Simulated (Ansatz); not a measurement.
Molecule (SMILES): [CH](Cl)Cl, doublet.
Atoms: C1, Cl2, Cl3, H4. Bonds: C1-Cl2, C1-Cl3, C1-H4.

Basis-set convergence of the harmonic zero-point energy at HF with Ansatz (a program for electronic structure). Each level at its own minimum, finite differences of forces, unscaled; the reference is a large set that could be run, not a limit. Cartesian d functions, on some or all atoms, in 6-31G*, 6-31G**, 6-311G**; all else is spherical. The program fits the integrals of some runs and decomposes those of others, by size. Open shells are unrestricted. No added dispersion term, no relativity. Reference: the value in aug-pcseg-2, 10.52 kcal/mol. Deviations are taken from unrounded values.

```tsv
basis	functions
STO-3G	24
3-21G	37
6-31G	37
6-31G*	55
6-31G**	58
6-311G**	78
def2-SVPD	82
aug-cc-pV(D+d)Z	96
def2-TZVPD	138
jun-cc-pV(T+d)Z	149
def2-TZVPPD	156
```

Which is the smallest set listed that can be trusted to 0.05 kcal/mol here, that is, within that of the reference together with its larger relatives (same family, alike in diffuse functions; a set with none to test it counts only in the reference's own line)?

The smallest set listed that lies within 0.05 kcal/mol of the reference with all its larger relatives (same family, alike in diffuse functions; a set with none counts only in the reference's own line) is def2-SVPD (82 functions, 0.00 kcal/mol off). Value minus reference: STO-3G 0.89, 3-21G -0.44, 6-31G -0.22, 6-31G* 0.20, 6-31G** 0.13, 6-311G** 0.08, def2-SVPD 0.00, aug-cc-pV(D+d)Z 0.01, def2-TZVPD -0.01, jun-cc-pV(T+d)Z -0.01, def2-TZVPPD -0.01 kcal/mol.
